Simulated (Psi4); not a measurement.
# OH (SMILES [OH]), step by step

We compute a geometry optimisation (U-wB97X-D/aug-cc-pVDZ), then vibrational wavenumbers of OH. 

Program for the calculation: Psi4 1.11.

## Step 1: The molecule

OH has 2 atoms, charge 0, and is taken as a doublet. SMILES: `[OH]`. All atoms were displaced at random from a relaxed shape. The run starts from this shape.

Bond lengths: O1–H2 0.915 Å.

## Step 2: A structure relaxation at U-wB97X-D/aug-cc-pVDZ (density fitting) (run 1)

ho.sdf

```

     RDKit          3D

  2  1  0  0  0  0  0  0  0  0999 V2000
    0.4087   -0.1653    0.2621 O   0  0  0  0  0  1  0  0  0  0  0  0
   -0.3365    0.1779   -0.1436 H   0  0  0  0  0  0  0  0  0  0  0  0
  2  1  1  0
M  RAD  1   1   2
M  END
$$$$
```

run.py

```python
import numpy as np
from ase.calculators.psi4 import Psi4
from ase.io import read
from ase.optimize import BFGS

mol = read('ho.sdf')
calc = Psi4(atoms=mol, method='wb97x-d', basis='aug-cc-pVDZ', memory='1600MB', num_threads=1, charge=0, multiplicity=2, label='psi4-calc', reference='uks')
mol.calc = calc

opt = BFGS(mol)
done = opt.run(fmax=0.01, steps=60)
print('converged:', done)
for s, p in zip(mol.symbols, mol.positions):
    print(f'{s:2s} {p[0]:12.6f} {p[1]:12.6f} {p[2]:12.6f}')
```

Launch:

```console
$ python run.py
```

psi4-calc.dat:

```text
[...]
  Running in c1 symmetry.
[...]
  Nuclear repulsion =    4.344168466439892
[...]
  Multiplicity = 2
[...]
  Nalpha       = 5
  Nbeta        = 4
[...]
    Number of basis functions: 32
[...]
   @DF-UKS iter   1:   -75.68048318337226   -5.02870e-01   9.70574e-03 DIIS/ADIIS
[...]
   @DF-UKS iter  26:   -75.72188421735112   -7.10543e-14   3.45024e-09 DIIS
[...]
   @S^2 Observed:                7.527150265E-01
[...]
    Orbital Energies [Eh]
    ---------------------
    Alpha Occupied:
       1A    -19.351327     2A     -1.130366     3A     -0.575828
       4A     -0.511960     5A     -0.442145
    Alpha Virtual:
       6A      0.035584     7A      0.164025     8A      0.181292
       9A      0.193159    10A      0.203202    11A      0.288150
      12A      0.367590    13A      0.372531    14A      0.562419
      15A      0.743632    16A      0.855849    17A      0.857443
      18A      0.980954    19A      1.002702    20A      1.158176
      21A      1.158945    22A      1.198120    23A      1.493810
      24A      1.847615    25A      1.858809    26A      2.244705
[...]
  @DF-UKS Final Energy:   -75.72188421735112
   => Energetics <=
    Nuclear Repulsion Energy =              4.3441684664398919
    One-Electron Energy =                -112.5526088529875040
    Two-Electron Energy =                  38.6811074361223248
    DFT Exchange-Correlation Energy =      -6.1945506450739440
    Empirical Dispersion Energy =          -0.0000006218518840
    VV10 Nonlocal Energy =                  0.0000000000000000
    Total Energy =                        -75.7218842173511177
  UHF NO Occupations:
  HONO-2 :    3  A 1.9996541
  HONO-1 :    4  A 1.9993100
[...]
 Multipole Moments:
 ------------------------------------------------------------------------------------
     Multipole            Electronic (a.u.)      Nuclear  (a.u.)        Total (a.u.)
 ------------------------------------------------------------------------------------
 L = 1.  Multiply by 2.5417464519 to convert [e a0] to [Debye]
 Dipole X            :          0.1649961           -0.6995077           -0.5345116
 Dipole Y            :         -0.0759885            0.3221565            0.2461680
 Dipole Z            :          0.0898268           -0.3808243           -0.2909975
 Magnitude           :                                                    0.6564913
[...]
  -Total Gradient:
     Atom            X                  Y                   Z
    ------   -----------------  -----------------  -----------------
       1        0.000024981357    -0.000011505101     0.000013600259
       2       -0.000042142589     0.000019408664    -0.000022943136
[...]
```

On the terminal:

```text
Step     Time          Energy          fmax
BFGS:    0 hh:mm:ss    -2060.397660        3.612151
BFGS:    1 hh:mm:ss    -2060.453983        1.878861
BFGS:    2 hh:mm:ss    -2060.495591        0.417897
BFGS:    3 hh:mm:ss    -2060.497375        0.070883
BFGS:    4 hh:mm:ss    -2060.497422        0.002662
converged: True
O      0.432841    -0.176418     0.275243
H     -0.360596     0.188997    -0.156718
```

Run time: 8.4 s. Hardware: 1 thread of Intel Xeon 6975P-C (Granite Rapids), shared host; peak memory 0.29 GiB.

Steps, from the record of the run:

```tsv
step	energy from the first frame kept (eV)	largest force (eV/Å)
0	0.0000	3.6122
1	-0.0563	1.8789
2	-0.0979	0.4179
3	-0.0997	0.0709
4	-0.0998	0.0027
```

After the run. Bond lengths: O1–H2 0.975 Å.

## Step 3: The harmonic vibrations at U-wB97X-D/aug-cc-pVDZ (density fitting) (run 2)

ho_ase.py

```python
import numpy as np
from ase.calculators.psi4 import Psi4
from ase import Atoms
from ase.vibrations import Vibrations

a = Atoms(['O', 'H'], positions=[
    [0.411559, -0.166617, 0.263657],
    [-0.381878, 0.198799, -0.168305],
])
calc = Psi4(atoms=a, method='wb97x-d', basis='aug-cc-pVDZ', memory='1600MB', num_threads=1, charge=0, multiplicity=2, label='psi4-calc', reference='uks')
a.calc = calc

vib = Vibrations(a, delta=0.02)
vib.run()
vib.summary()
```

Launch:

```console
$ python ho_ase.py
```

psi4-calc.dat:

```text
[...]
  Running in c1 symmetry.
[...]
  Nuclear repulsion =    4.383294178628444
[...]
  Multiplicity = 2
[...]
  Nalpha       = 5
  Nbeta        = 4
[...]
    Number of basis functions: 32
[...]
   @DF-UKS iter   1:   -75.68053099724723   -4.99808e-01   9.71755e-03 ADIIS/DIIS
[...]
   @DF-UKS iter  10:   -75.72181484364823   -2.20268e-12   8.33511e-09 DIIS
[...]
   @S^2 Observed:                7.526789184E-01
[...]
    Orbital Energies [Eh]
    ---------------------
    Alpha Occupied:
       1A    -19.350758     2A     -1.132765     3A     -0.577239
       4A     -0.512376     5A     -0.442565
    Alpha Virtual:
       6A      0.035901     7A      0.164921     8A      0.181137
       9A      0.193007    10A      0.204045    11A      0.289520
      12A      0.368703    13A      0.373680    14A      0.565018
      15A      0.745449    16A      0.855581    17A      0.857198
      18A      0.980693    19A      1.002511    20A      1.159329
      21A      1.159902    22A      1.199823    23A      1.498136
      24A      1.852237    25A      1.863586    26A      2.262362
[...]
  @DF-UKS Final Energy:   -75.72181484364823
   => Energetics <=
    Nuclear Repulsion Energy =              4.3832941786284438
    One-Electron Energy =                -112.6207248279557973
    Two-Electron Energy =                  38.7132933585392678
    DFT Exchange-Correlation Energy =      -6.1976769635778526
    Empirical Dispersion Energy =          -0.0000005892822951
    VV10 Nonlocal Energy =                  0.0000000000000000
    Total Energy =                        -75.7218148436482181
  UHF NO Occupations:
  HONO-2 :    3  A 1.9996663
  HONO-1 :    4  A 1.9993142
[...]
 Multipole Moments:
 ------------------------------------------------------------------------------------
     Multipole            Electronic (a.u.)      Nuclear  (a.u.)        Total (a.u.)
 ------------------------------------------------------------------------------------
 L = 1.  Multiply by 2.5417464519 to convert [e a0] to [Debye]
 Dipole X            :          0.1618179           -0.6995074           -0.5376895
 Dipole Y            :         -0.0745249            0.3221569            0.2476320
 Dipole Z            :          0.0840178           -0.3631926           -0.2791748
 Magnitude           :                                                    0.6545000
[...]
  -Total Gradient:
     Atom            X                  Y                   Z
    ------   -----------------  -----------------  -----------------
       1       -0.007068561517     0.003255413460    -0.003670081865
       2        0.007052276082    -0.003247913232     0.003661626272
[...]
```

The script printed:

```text
---------------------
  #    meV     cm^-1
---------------------
  0    9.7i     78.4i
  1    3.7i     30.2i
  2    0.1i      1.0i
  3    0.1       1.2
  4    0.4       3.0
  5  467.5    3770.3
---------------------
Zero-point energy: 0.234 eV
```

Wall time 20 s (1 thread of Intel Xeon 6975P-C (Granite Rapids), shared host); peak memory 0.37 GiB.

## Step 4: What came out

```
                                                        quantity         value
           run 1, U-wB97X-D/aug-cc-pVDZ: total energy at the end  -75.72188 Eh
                     run 1, U-wB97X-D/aug-cc-pVDZ: dipole moment        1.67 D
run 1, U-wB97X-D/aug-cc-pVDZ: HOMO energy (highest over α and β)     -11.22 eV
 run 1, U-wB97X-D/aug-cc-pVDZ: LUMO energy (lowest over α and β)      -2.58 eV
                       run 1, U-wB97X-D/aug-cc-pVDZ: bond length       0.975 Å
                 run 1, U-wB97X-D/aug-cc-pVDZ: dispersion energy   0.00 kJ/mol
                              run 1, U-wB97X-D/aug-cc-pVDZ: ⟨S²⟩         0.753
```

In words: The optimisation (run 1, U-wB97X-D/aug-cc-pVDZ) took 4 steps and changed the energy by -0.100 eV.
